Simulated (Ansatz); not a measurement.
**C₄H₅ClO: one species, many methods**

How much do the methods differ for C₄H₅ClO? The plan is to run it at one geometry with functionals of several rungs and with coupled cluster, and see how far each lands from CCSD(T) at the basis-set limit for the atomisation energy.

Method: functionals in def2-TZVPP, the program's frozen cores in correlated methods; program: Ansatz 0.2.0, Gaussian basis.

Plan: LDA (SPW92), PBE-D4, revPBE-D4, BLYP-D4, r2SCAN-D4, B97M-V, PBE0-D4, B3LYP-D4, r2SCANh-D4, r2SCAN0-D4, HSE06-D4, BHLYP-D4, CAM-B3LYP-D4, LC-ωPBE, ωB97X-V, ωB97M-V, B2PLYP, PBE-QIDH; CCSD(T)/def2-SVP; CCSD(T)/def2-TZVPP; MP2/def2-QZVPP; extrapolation to the limit; RPA on PBE.

## Step 1: The relaxed structure

An earlier PBE0-D4 in a triple-zeta def2 set relaxation fixed the geometry.

SMILES `C=C(C=O)CCl`, 11 atoms, charge 0, spin multiplicity 1.

Atoms are counted from 1 here; the program's logs count them from 0.

Bond lengths: C1–C2 1.332 Å, C1–H7 1.085 Å, C1–H8 1.084 Å, C2–C3 1.478 Å, C2–C5 1.488 Å, C3–O4 1.202 Å, C3–H9 1.110 Å, C5–Cl6 1.789 Å, C5–H10 1.089 Å, C5–H11 1.088 Å. Angles: C2–C1–H7 120.6°, C2–C1–H8 122.2°, H7–C1–H8 117.2°, C1–C2–C3 118.5°, C1–C2–C5 123.9°, C3–C2–C5 117.6°, C2–C3–O4 124.1°, C2–C3–H9 114.5°, O4–C3–H9 121.4°, C2–C5–Cl6 110.6°, C2–C5–H10 110.7°, C2–C5–H11 111.7°, Cl6–C5–H10 106.3°, Cl6–C5–H11 107.0°, H10–C5–H11 110.4°.

## Step 2: LDA

This LDA is Slater exchange with PW92 correlation.

The input, in.yaml:

```yaml
crystal:
  periodic: [false, false, false]
  atoms:
    - {symbol: C, position_ang: [-1.363754, -0.018838, -0.593622]}
    - {symbol: C, position_ang: [-0.108582, -0.047809, -0.150222]}
    - {symbol: C, position_ang: [0.988713, -0.014795, -1.139111]}
    - {symbol: O, position_ang: [2.151032, -0.142322, -0.859702]}
    - {symbol: C, position_ang: [0.261860, -0.139631, 1.288227]}
    - {symbol: Cl, position_ang: [0.670955, 1.476927, 1.937219]}
    - {symbol: H, position_ang: [-1.572004, 0.051819, -1.656535]}
    - {symbol: H, position_ang: [-2.214808, -0.062613, 0.076368]}
    - {symbol: H, position_ang: [0.657687, 0.120035, -2.190369]}
    - {symbol: H, position_ang: [1.151365, -0.753769, 1.417352]}
    - {symbol: H, position_ang: [-0.556962, -0.526002, 1.891095]}
basis:
  gaussian: {orbitals: def2-TZVPP}
hamiltonian: {xc: lda}
output: {orbitals: {seedname: orbitals}}
```

Launch:

```console
> ansatz run in.yaml --threads 4 --pin off --events-out ev --progress --plain --max-ram 10444MiB
```

The runs that follow: PBE-D4 (GGA); revPBE-D4 (GGA); BLYP-D4 (GGA); r2SCAN-D4 (meta-GGA); B97M-V (meta-GGA); B3LYP-D4 (hybrid); r2SCANh-D4 (hybrid); r2SCAN0-D4 (hybrid); HSE06-D4 (hybrid); BHLYP-D4 (hybrid); CAM-B3LYP-D4 (range-separated); LC-ωPBE (range-separated); ωB97X-V (range-separated); ωB97M-V (range-separated); B2PLYP (double hybrid); PBE-QIDH (double hybrid); CCSD(T) in def2-SVP; CCSD(T) in def2-TZVPP; MP2 in def2-QZVPP; RPA on PBE orbitals.

Before running them: what should the planned runs give, taken together? Wanted: atomisation energy, CCSD(T)/CBS; farthest beyond LDA; mean size of error, GGA; mean size of error, meta-GGA; mean size of error, hybrid; mean size of error, range-separated; mean size of error, double hybrid; gap, smallest and largest; T1 diagnostic.

As calculated:

```
                               quantity                                                                    value
        atomisation energy, CCSD(T)/CBS                                                          1099.6 kcal/mol
functionals within 5.5 kcal/mol (0.5 %)  B3LYP-D4, r2SCANh-D4, CAM-B3LYP-D4, LC-ωPBE, ωB97X-V, ωB97M-V, PBE-QIDH
                    farthest beyond LDA                                                  PBE-D4 (+42.5 kcal/mol)
                mean size of error, GGA                                                            20.3 kcal/mol
           mean size of error, meta-GGA                                                             6.8 kcal/mol
             mean size of error, hybrid                                                            14.3 kcal/mol
    mean size of error, range-separated                                                             2.8 kcal/mol
      mean size of error, double hybrid                                                             4.4 kcal/mol
              gap, smallest and largest                                2.95 eV (LDA (SPW92)), 10.79 eV (LC-ωPBE)
                          T1 diagnostic                                                                   0.0131
triples share of the correlation energy                                                                    4.4 %
```

LDA overbinds by 182.2 kcal/mol (17 %). PBE-D4 is off by +42.5 kcal/mol. Double hybrids carry the basis error of their MP2 part in triple zeta, and no dispersion term here, so their miss is partly the set-up's. The rungs range-separated, double hybrid miss on average by less than the doubt on the reference (5.5 kcal/mol), so they tie; GGA functionals have the largest mean beyond LDA (20.3 kcal/mol). The reference freezes the cores and leaves out relativity and excitations past (T), so misses under about 5.5 kcal/mol can't be ranked. Hartree-Fock recovers 72 % of the binding; the rest is correlation. CCSD(T) in def2-SVP is off by -46.9 kcal/mol, worse than the median functional, from the basis alone. Orbital gaps span 2.9 to 10.8 eV; exact exchange widens them. The restricted reference is unstable towards a spin-broken one.
